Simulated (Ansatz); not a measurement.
# Silicon, diamond under r²SCAN: how the plane-wave cutoff moves the result

Aim: find which plane-wave cutoff is enough for energy and pressure. The geometry was relaxed under r²SCAN beforehand and stays fixed; 9 values are run, from 150 to 800 eV. Wanted are the values from which on the energy stays within 10 and 1 meV/atom, and the pressure within 0.5 GPa, of the last run. Within the series other settings stay, but some runs also write fields, which adds to their time. Spin polarisation is left out.

Method: DFT r²SCAN, plane waves with PAW, scalar-relativistic, in Ansatz 0.2.0.

## 1. The system as given

The structure is cubic, space group Fd-3m (No. 227). The conventional cell has a = 5.445 Å, b = 5.445 Å, c = 5.445 Å, α = 90.00°, β = 90.00°, γ = 90.00°. Si (site symmetry -43m) is surrounded by 4 Si at 2.36 Å.

Structure file:

```cif
data_structure
_symmetry_space_group_name_H-M 'P 1'
_symmetry_Int_Tables_number 1
_cell_length_a 3.8505
_cell_length_b 3.8505
_cell_length_c 3.8505
_cell_angle_alpha 60.000
_cell_angle_beta 60.000
_cell_angle_gamma 60.000
_cell_volume 40.37
loop_
_atom_site_label
_atom_site_type_symbol
_atom_site_fract_x
_atom_site_fract_y
_atom_site_fract_z
_atom_site_occupancy
Si1 Si 0.50000 0.50000 0.50000 1
Si2 Si 0.75000 0.75000 0.75000 1
```

## 2. A run at the usual settings, for scale

input.yaml

```yaml
crystal:
  lattice:
    - [0.0, 2.722727738, 2.722727738]
    - [2.722727738, 0.0, 2.722727738]
    - [2.722727738, 2.722727738, 0.0]
  atoms:
    - { symbol: Si, position: [0.5, 0.5, 0.5] }
    - { symbol: Si, position: [0.75, 0.75, 0.75] }
hamiltonian:
  xc: r2scan
  pseudopotentials:
    kind: paw
    azcp:
      Si: "pseudopotentials/Si.paw.azcp"
basis:
  ecutwfc: 500
  fft_grid_basis: typed
kpoints:
  mp_grid: { grid: [9, 9, 9], shift: [0, 0, 0] }
magnetization:
  spin_polarized: false
scf:
  occupations: { method: fermi_dirac, width: 0.05 }
  lower_state_search: "off"
output:
  stress: true
  write_density: true
  write_potential: true
  elf: true
  volumetric_format: npy
```

Launch:

```sh
> ansatz run input.yaml --threads 2 --pin off --max-ram 5120MiB --backend cpu --events-out ev --progress --plain --runs-dir out
```

## 3. With a cutoff of 150 eV

The run at 150 eV.

input.yaml, as its differences from that of step 2:

```diff
@@ -15,6 +15,6 @@
 basis:
-  ecutwfc: 500
+  ecutwfc: 150
   fft_grid_basis: typed
 kpoints:
-  mp_grid: { grid: [9, 9, 9], shift: [0, 0, 0] }
+  mp_grid: { grid: [10, 10, 10], shift: [0, 0, 0] }
 magnetization:
@@ -26,5 +26 @@
   stress: true
-  write_density: true
-  write_potential: true
-  elf: true
-  volumetric_format: npy
```

## 4. With a cutoff of 200 eV

The run at 200 eV.

input.yaml, as its differences from that of step 3:

```diff
@@ -15,3 +15,3 @@
 basis:
-  ecutwfc: 150
+  ecutwfc: 200
   fft_grid_basis: typed
```

## 5. With a cutoff of 250 eV

The run at 250 eV.

input.yaml, as its differences from that of step 4:

```diff
@@ -15,3 +15,3 @@
 basis:
-  ecutwfc: 200
+  ecutwfc: 250
   fft_grid_basis: typed
@@ -26 +26,5 @@
   stress: true
+  write_density: true
+  write_potential: true
+  elf: true
+  volumetric_format: npy
```

## 6. With a cutoff of 300 eV

The run at 300 eV.

input.yaml, as its differences from that of step 5:

```diff
@@ -15,3 +15,3 @@
 basis:
-  ecutwfc: 250
+  ecutwfc: 300
   fft_grid_basis: typed
```

## 7. With a cutoff of 350 eV

The run at 350 eV.

input.yaml, as its differences from that of step 6:

```diff
@@ -15,3 +15,3 @@
 basis:
-  ecutwfc: 300
+  ecutwfc: 350
   fft_grid_basis: typed
@@ -26,5 +26 @@
   stress: true
-  write_density: true
-  write_potential: true
-  elf: true
-  volumetric_format: npy
```

## 8. With a cutoff of 420 eV

The run at 420 eV.

input.yaml, as its differences from that of step 7:

```diff
@@ -15,3 +15,3 @@
 basis:
-  ecutwfc: 350
+  ecutwfc: 420
   fft_grid_basis: typed
@@ -26 +26,5 @@
   stress: true
+  write_density: true
+  write_potential: true
+  elf: true
+  volumetric_format: npy
```

## 9. With a cutoff of 500 eV

The run at 500 eV.

input.yaml, as its differences from that of step 8:

```diff
@@ -15,3 +15,3 @@
 basis:
-  ecutwfc: 420
+  ecutwfc: 500
   fft_grid_basis: typed
@@ -26,5 +26 @@
   stress: true
-  write_density: true
-  write_potential: true
-  elf: true
-  volumetric_format: npy
```

## 10. With a cutoff of 600 eV

The run at 600 eV.

input.yaml, as its differences from that of step 9:

```diff
@@ -15,3 +15,3 @@
 basis:
-  ecutwfc: 500
+  ecutwfc: 600
   fft_grid_basis: typed
```

## 11. With a cutoff of 800 eV

The run at 800 eV.

input.yaml, as its differences from that of step 10:

```diff
@@ -15,3 +15,3 @@
 basis:
-  ecutwfc: 600
+  ecutwfc: 800
   fft_grid_basis: typed
```

(Steps that only read results are left out.)

**Question.** What will these runs give?

The runs gave:

```
                                                                   quantity                                 value
                                E(σ → 0) stays within 10 meV/atom of 800 eV                        from 350 eV on
                                           E(σ → 0) stays within 1 meV/atom                        from 500 eV on
                                              pressure stays within 0.5 GPa                        from 250 eV on
                                                         pressure at 800 eV                             -0.07 GPa
                                            CPU time, dearest over cheapest                                   5.5
run at the usual settings (mesh 9×9×9 against the series' 10×10×10, 500 eV)  +1.2 meV/atom from 800 eV, -0.06 GPa
```

In words: At 150 eV the energy differs by +367.9 meV/atom and the pressure by +2.3 GPa. The energy falls at each step up in cutoff, as the variational principle asks. Total energies within 1 meV/atom need 500 eV; differences between like structures often settle sooner.
